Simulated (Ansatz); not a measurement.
C$_{4}$H$_{4}$N$_{2}$, SMILES `CC1=C=NC=N1`. Charge 0, multiplicity 1.

```xyz
10

C    -1.212   -0.351   -1.153
C    -0.081   -0.116   -0.242
C     1.221   -0.366   -0.113
N     2.108   -0.092    0.762
C     1.168    0.558    1.502
N    -0.074    0.563    0.966
H    -0.888   -0.921   -2.023
H    -1.631    0.598   -1.496
H    -2.003   -0.907   -0.647
H     1.393    1.033    2.444
```

(1) What are the harmonic wavenumbers in cm⁻¹ at PBE0-D4/def2-TZVP (Ansatz, finite differences of forces, unscaled)? (Estimate.)

(2) Is this a minimum?

(3) Give the ideal-gas thermochemistry at 298.15 K and 1 bar (rigid rotor, harmonic oscillator; point group Cs, symmetry number 1).

Results:

(1) Ansatz gave: 68, 191, 264, 320, 577, 697, 781, 788, 893, 930, 1056, 1133, 1203, 1258, 1320, 1412, 1466, 1471, 1494, 1786, 3064, 3129, 3162, 3255.

(2) Yes, all 24 modes are real.

(3) Zero-point energy 189.7 kJ/mol; H(298) − E = 207.3 kJ/mol; entropy 316.9 J/(mol·K), of which translation 163.5, rotation 106.7, vibration 46.7; G(298) − E = 112.8 kJ/mol. Modes under 100 cm⁻¹ are hindered rotations or soft bends, so the harmonic entropy is rough.
